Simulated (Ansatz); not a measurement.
# BH₅S (SMILES [BH3-][SH2+]): one structure at several levels

A test off equilibrium: a structure displaced at random from a GFN2-xTB minimum is computed at several levels, and each is set against CCSD(T).

Method: single points in def2-TZVPP; program: Ansatz 0.2.0, Gaussian basis.

Correlated methods freeze the cores.

**1. The starting structure**

SMILES `[BH3-][SH2+]`, 7 atoms, charge 0, spin multiplicity 1.

Atoms are counted from 1 here; the program's logs count them from 0.

Bond lengths: B1–S2 2.009 Å, B1–H3 1.157 Å, B1–H4 0.894 Å, B1–H5 1.264 Å, S2–H6 1.271 Å, S2–H7 1.206 Å. Angles: S2–B1–H3 102.6°, S2–B1–H4 107.2°, S2–B1–H5 101.1°, H3–B1–H4 115.2°, H3–B1–H5 103.5°, H4–B1–H5 124.3°, B1–S2–H6 92.6°, B1–S2–H7 93.9°, H6–S2–H7 96.9°.

Geometry (Å):

```xyz
7
BH5S
B    -0.4660   -0.4769   -0.3749
S     0.6091    1.0705    0.3213
H    -1.5477   -0.0681   -0.3433
H    -0.3060   -1.1730    0.1622
H    -0.1734   -0.4426   -1.6037
H     0.1710    0.9186    1.5049
H     1.6156    0.4189    0.4550
```

**2. CCSD(T)/def2-TZVPP**

File run/in.yaml:

```yaml
crystal:
  periodic: [false, false, false]
  atoms:
    - {symbol: B, position_ang: [-0.466000, -0.476900, -0.374900]}
    - {symbol: S, position_ang: [0.609100, 1.070500, 0.321300]}
    - {symbol: H, position_ang: [-1.547700, -0.068100, -0.343300]}
    - {symbol: H, position_ang: [-0.306000, -1.173000, 0.162200]}
    - {symbol: H, position_ang: [-0.173400, -0.442600, -1.603700]}
    - {symbol: H, position_ang: [0.171000, 0.918600, 1.504900]}
    - {symbol: H, position_ang: [1.615600, 0.418900, 0.455000]}
basis:
  gaussian: {orbitals: def2-TZVPP}
correlation: {method: ccsd_t}
output: {forces: true}
```

The command line of these runs was not kept.

**3. PBE0-D4/def2-TZVPP**

Edit run/in.yaml of step 2 so:

```diff
@@ -12,3 +12,3 @@
   gaussian: {orbitals: def2-TZVPP}
-correlation: {method: ccsd_t}
-output: {forces: true}
+hamiltonian: {xc: pbe0, dispersion: d4}
+output: {forces: true, orbitals: {seedname: orbitals}}
```

**4. wB97M-V/def2-TZVPP**

Edit run/in.yaml of step 3 so:

```diff
@@ -12,3 +12,3 @@
   gaussian: {orbitals: def2-TZVPP}
-hamiltonian: {xc: pbe0, dispersion: d4}
-output: {forces: true, orbitals: {seedname: orbitals}}
+hamiltonian: {xc: {name: wB97M-V}}
+output: {forces: true}
```

**5. r2SCAN-D4/def2-TZVPP**

Edit run/in.yaml of step 4 so:

```diff
@@ -12,3 +12,3 @@
   gaussian: {orbitals: def2-TZVPP}
-hamiltonian: {xc: {name: wB97M-V}}
+hamiltonian: {xc: r2scan, dispersion: d4}
 output: {forces: true}
```

**6. PBE-D4/def2-TZVPP**

Edit run/in.yaml of step 5 so:

```diff
@@ -12,3 +12,3 @@
   gaussian: {orbitals: def2-TZVPP}
-hamiltonian: {xc: r2scan, dispersion: d4}
+hamiltonian: {xc: pbe, dispersion: d4}
 output: {forces: true}
```

**7. r2SCANh-D4/def2-TZVPP**

Edit run/in.yaml of step 6 so:

```diff
@@ -12,3 +12,3 @@
   gaussian: {orbitals: def2-TZVPP}
-hamiltonian: {xc: pbe, dispersion: d4}
+hamiltonian: {xc: {name: r2SCANh}, dispersion: d4}
 output: {forces: true}
```

**8. r2SCAN0-D4/def2-TZVPP**

Edit run/in.yaml of step 7 so:

```diff
@@ -12,3 +12,3 @@
   gaussian: {orbitals: def2-TZVPP}
-hamiltonian: {xc: {name: r2SCANh}, dispersion: d4}
+hamiltonian: {xc: {name: r2SCAN0}, dispersion: d4}
 output: {forces: true}
```

(Steps that only read results are left out.)

Before running it: what results should come out? Wanted: energy less free atoms, CCSD(T)/def2-TZVPP; RMS force component; RMS force error; HOMO and LUMO, PBE0-D4; T1 diagnostic.

The runs gave:

| quantity | value |
| --- | --- |
| energy less free atoms, CCSD(T)/def2-TZVPP | -17.922 eV |
| RMS force component | 5.318 to 5.397 eV/Å over the methods |
| RMS force error | PBE0-D4 0.111, wB97M-V 0.083, r2SCAN-D4 0.101, PBE-D4 0.213, r2SCANh-D4 0.083, r2SCAN0-D4 0.078 eV/Å |
| HOMO and LUMO, PBE0-D4 | -7.95 and 0.08 eV |
| T1 diagnostic | 0.010 |

In words: Against CCSD(T) the functionals' energies less atoms differ by -0.694 to -0.407 eV, PBE-D4 by -0.501 eV. The reference is not at the basis limit: in triple zeta CCSD(T) underbinds, which counts against methods that bind more; the gaps are no ranking. The forces of r2SCAN0-D4 come nearest to CCSD(T), those of PBE-D4 are farthest.
